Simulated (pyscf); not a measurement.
# Four-centre exchange: H₃C–SnH₃ + hydrogen (H₂) → H₃C–SnH₃ + hydrogen (H₂)

Gas phase, singlet surface, charge 0. Bonds broken: C1–H9, H3–H10. Bonds formed: C1–H3, H9–H10. Optimised with ωB97X-D3(BJ)/def2-SVP in PySCF.

Transition state (Å):

```xyz
10

C     -1.0818    -0.2257     0.0267
Sn     0.2043     1.1964    -0.9517
H     -1.7271    -1.7437     0.1895
H     -2.0874    -0.2865    -0.3653
H     -0.6283    -0.7780     0.8377
H      0.0958     2.7245    -0.1903
H      1.8235     0.6529    -0.8699
H     -0.2650     1.3602    -2.5877
H     -2.1827    -0.6471     1.1901
H     -2.3415    -1.6254     0.9830
```

One imaginary mode, 2185i cm⁻¹; descent along it reached the two sides named.

```json
[
 {"bond": "C1–H9", "change": "breaks", "reactant side (Å)": "1.100", "saddle": "1.656", "product side": "3.9"},
 {"bond": "H3–H10", "change": "breaks", "reactant side (Å)": "0.761", "saddle": "1.011", "product side": "2.7"},
 {"bond": "C1–H3", "change": "forms", "reactant side (Å)": "4.2", "saddle": "1.657", "product side": "1.101"},
 {"bond": "H9–H10", "change": "forms", "reactant side (Å)": "3.8", "saddle": "1.012", "product side": "0.764"}
]
```

Electronic energies relative to the separated reactants (kcal/mol):

```csv
level,barrier,reaction energy,reverse barrier
ωB97X-D3(BJ)/def2-TZVP,119.3,0.0,119.3
PBE/def2-TZVP,105.2,0.0,105.2
r²SCAN/def2-TZVP,111.4,0.0,111.4
B3LYP-D3(BJ)/def2-TZVP,113.7,0.0,113.7
PBE0-D3(BJ)/def2-TZVP,112.2,0.0,112.2
M06-2X/def2-TZVP,119.8,0.0,119.8
ωB97M-D3(BJ)/def2-TZVP,115.3,0.0,115.3
HF/def2-TZVP,144.2,0.0,144.2
```

With ωB97M-D3(BJ)/def2-TZVP energies and thermal terms (ideal gas, 1 atm, RRHO with modes under 100 cm⁻¹ raised to 100, one conformer, R ln 2 for chiral ones without a mode under 150 cm⁻¹), in kcal/mol:

```
T (K)    ΔH‡    ΔG‡   ΔH   ΔG
-----  -----  -----  ---  ---
298    113.5  121.1  0.0  0.0
600    112.9  129.1  0.0  0.0
900    113.0  137.2  0.0  0.0
1200   113.5  145.2  0.0  0.0
```

The same reactants have a lower exit, to H₃C–SnH: [singlet] + H₂ + H₂ (barrier +63.9 kcal/mol at ωB97M-D3(BJ)/def2-TZVP, against +115.3 kcal/mol here). One saddle was located; it need not be the lowest between these sides. Elements past Kr carry the def2 core potentials, without spin-orbit coupling.
